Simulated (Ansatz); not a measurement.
**Potassium, bcc under LDA: how the Gaussian smearing moves the result**

Aim: find which Gaussian smearing width is enough for energy and pressure. The geometry was relaxed under LDA beforehand and stays fixed; 7 values are run, from 0.01 to 1.0 eV. Wanted are the values from which on the energy stays within 10 and 1 meV/atom, and the pressure within 0.5 GPa, of the narrowest run. Within the series other settings stay, but some runs also write fields, which adds to their time. Spin polarisation is left out.

Computed with Ansatz 0.2.0 (DFT LDA, plane waves with PAW, scalar-relativistic, unless a step says otherwise).

**1. The structure to begin with**

It takes space group Im-3m (No. 229, cubic). Conventional cell: a = 5.048 Å, b = 5.048 Å, c = 5.048 Å, α = 90.00°, β = 90.00°, γ = 90.00°. K (site symmetry m-3m) is surrounded by 8 K at 4.37 Å.

Coordinates:

```
CELL_PARAMETERS angstrom
-2.52419 2.52419 2.52419
2.52419 -2.52419 2.52419
2.52419 2.52419 -2.52419
ATOMIC_POSITIONS crystal
K 0.00000 0.00000 0.00000
```

**2. With a width of 0.01 eV**

The run at 0.01 eV.

input.yaml reads:

```yaml
crystal:
  lattice:
    - [-2.5241928768, 2.5241928768, 2.5241928768]
    - [2.5241928768, -2.5241928768, 2.5241928768]
    - [2.5241928768, 2.5241928768, -2.5241928768]
  atoms:
    - { symbol: K, position: [0.0, 0.0, 0.0] }
hamiltonian:
  xc: lda
  pseudopotentials:
    kind: paw
    azcp:
      K: "pseudopotentials/K.paw.azcp"
basis:
  ecutwfc: 420
  fft_grid_basis: typed
kpoints:
  mp_grid: { grid: [9, 9, 9], shift: [0, 0, 0] }
magnetization:
  spin_polarized: false
scf:
  occupations: { method: gaussian, width: 0.01 }
  lower_state_search: "off"
output:
  stress: true
```

On the command line:

```sh
ansatz run input.yaml --threads 2 --pin off --max-ram 5120MiB --backend cpu --events-out ev --progress --plain --runs-dir out
```

**3. With a width of 0.03 eV**

The run at 0.03 eV.

input.yaml, as its differences from that of step 2:

```diff
@@ -21,3 +21,3 @@
 scf:
-  occupations: { method: gaussian, width: 0.01 }
+  occupations: { method: gaussian, width: 0.03 }
   lower_state_search: "off"
```

**4. With a width of 0.1 eV**

The run at 0.1 eV.

input.yaml, as its differences from that of step 3:

```diff
@@ -21,3 +21,3 @@
 scf:
-  occupations: { method: gaussian, width: 0.03 }
+  occupations: { method: gaussian, width: 0.1 }
   lower_state_search: "off"
```

**5. With a width of 0.2 eV**

The run at 0.2 eV.

input.yaml, as its differences from that of step 4:

```diff
@@ -21,3 +21,3 @@
 scf:
-  occupations: { method: gaussian, width: 0.1 }
+  occupations: { method: gaussian, width: 0.2 }
   lower_state_search: "off"
```

**6. With a width of 0.3 eV**

The run at 0.3 eV.

input.yaml, as its differences from that of step 5:

```diff
@@ -21,3 +21,3 @@
 scf:
-  occupations: { method: gaussian, width: 0.2 }
+  occupations: { method: gaussian, width: 0.3 }
   lower_state_search: "off"
```

**7. With a width of 0.6 eV**

The run at 0.6 eV.

input.yaml, as its differences from that of step 6:

```diff
@@ -21,3 +21,3 @@
 scf:
-  occupations: { method: gaussian, width: 0.3 }
+  occupations: { method: gaussian, width: 0.6 }
   lower_state_search: "off"
@@ -25 +25,5 @@
   stress: true
+  write_density: true
+  write_potential: true
+  elf: true
+  volumetric_format: npy
```

**8. With a width of 1.0 eV**

The run at 1.0 eV.

input.yaml, as its differences from that of step 7:

```diff
@@ -21,3 +21,3 @@
 scf:
-  occupations: { method: gaussian, width: 0.6 }
+  occupations: { method: gaussian, width: 1.0 }
   lower_state_search: "off"
@@ -25,5 +25 @@
   stress: true
-  write_density: true
-  write_potential: true
-  elf: true
-  volumetric_format: npy
```

(Steps that only read results are left out.)

**Question.** What will these runs give?

**Answer**, as computed:

| quantity | value |
| --- | --- |
| E(σ → 0) stays within 10 meV/atom of 0.01 eV | up to 1.0 eV |
| E(σ → 0) stays within 1 meV/atom | up to 0.3 eV |
| pressure stays within 0.5 GPa | up to 1.0 eV |
| pressure at 0.01 eV | -0.02 GPa |
| energy of a separate run on a finer mesh (15×15×15) | +3.0 meV/atom from 0.01 eV |

What this shows: At 1.0 eV the energy differs by +1.8 meV/atom and the pressure by +0.2 GPa. Over the range F shifts by -180.5 meV/atom, while E(σ → 0) shifts by +1.8. In theory F falls as the square of the width under this scheme, but here the ratio is not steady: the mesh at narrow widths, or a density of states that varies over the wide ones, can both cause that. The mesh (9×9×9) is fixed, so the narrowest widths carry a k-point error of their own. The yardstick itself is unsettled by 3.0 meV/atom against the finer mesh, so the thresholds above hold only within this series, and wider smearing, which averages over more states, can land nearer the fine-mesh value than the narrowest does. The cell taken over is 10 % smaller than the measured one (71.32 Å³/atom, COD), which weighs on all values here.
